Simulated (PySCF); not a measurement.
## SOF2: from structure and modes to constants

Level of theory: PySCF, PBE, basis S def2-TZVP, O def2-TZVP, F def2-TZVP (no relativity, density fitting).

The singlet minimum has Cs symmetry. Masses (u): S 31.97207, O 15.99492, F 18.99840.

```xyz
4
charge 0 multiplicity 1, angstrom
S     0.0627   -0.4488    0.0000
O     1.4478   -0.0559    0.0000
F    -0.6623    0.4012   -1.1861
F    -0.6623    0.4012    1.1861
```

Harmonic wavenumbers (cm⁻¹): 332.7 (a', ×1), 362.3 (a'', ×1), 480.4 (a', ×1), 684.8 (a'', ×1), 750.3 (a', ×1), 1288.9 (a', ×1).

Task: What is the harmonic zero-point energy?

Result: Half the sum of all 6 wavenumbers, 3899/2 = 1950 cm⁻¹, which is 23.3 kJ/mol (1 cm⁻¹ = 0.0119627 kJ/mol).

Task: Find the vibrational entropy and heat capacity at 298.15 K.

Result: With u = 1.43878 ω/T, each mode gives S = R[u/(eᵘ−1) − ln(1−e⁻ᵘ)] and C = R u² eᵘ/(eᵘ−1)².
```csv
ω (cm⁻¹),u,S (J/(mol K)),C (J/(mol K))
332.7,1.605,5.22,6.74
362.3,1.748,4.65,6.49
480.4,2.318,2.97,5.41
684.8,3.304,1.36,3.59
750.3,3.620,1.05,3.08
1288.9,6.220,0.12,0.64
```
The sums over all modes are S = 15.4 and C = 25.9 J/(mol K); the softest mode gives 34 % of the entropy.

Task: Give the standard entropy (298.15 K, 1 bar) by its translational, rotational, vibrational and spin parts, and Cp.

Result: Sackur–Tetrode with M = 85.96 u gives 164.4; rotation with symmetry number 1 gives 102.4; vibration 15.4; spin R ln 1 = 0.0. The total is 282.1 J/(mol K), and Cp = 4 R + 25.9 = 59.2 J/(mol K).

Only a few start shapes were tried, so a lower isomer may exist.
